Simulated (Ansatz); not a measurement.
Steps of a relaxation of `[Cl][AlH][Cl]` with RKS PBE0-D4/def2-TZVP.

```sh
$ ansatz run in.yaml --threads 4 --pin off --events-out ev --progress --plain --max-ram 10444MiB
```

```yaml
crystal:
  periodic: [false, false, false]
  atoms:
    - {symbol: Cl, position_ang: [-1.292219, 0.647566, 1.405550]}
    - {symbol: Al, position_ang: [0.130572, 0.069499, -0.034401]}
    - {symbol: Cl, position_ang: [-0.165851, -1.754911, -1.042569]}
    - {symbol: H, position_ang: [1.382998, 0.977447, -0.348880]}
basis:
  gaussian: {orbitals: def2-TZVP}
hamiltonian: {xc: pbe0, dispersion: d4}
relax: {f_tol: 0.005, max_steps: 150}
```

Positions (Å) and forces (eV/Å) along the path, 3 of 3 steps:

```xyz
4
step=1 energy=-31651.8746 eV
Cl   -1.292    0.648    1.406    0.266   -0.110   -0.271
Al    0.131    0.069   -0.034   -0.141   -0.104    0.034
Cl   -0.166   -1.755   -1.043    0.054    0.344    0.192
H     1.383    0.977   -0.349   -0.179   -0.130    0.045
4
step=2 energy=-31651.8855 eV
Cl   -1.280    0.640    1.392    0.039   -0.010   -0.036
Al    0.130    0.069   -0.034   -0.032   -0.024    0.008
Cl   -0.165   -1.738   -1.032    0.012    0.048    0.023
H     1.371    0.969   -0.346   -0.018   -0.013    0.005
4
step=3 energy=-31651.8857 eV
Cl   -1.278    0.641    1.391   -0.001    0.001    0.002
Al    0.128    0.068   -0.034    0.000    0.000    0.000
Cl   -0.163   -1.736   -1.032    0.000   -0.002   -0.001
H     1.368    0.967   -0.345    0.001    0.001    0.000
```

Hardware: 4 threads of an Arm Neoverse V2 on a shared host. Wall time 3.3 s, peak host memory 0.21 GiB.
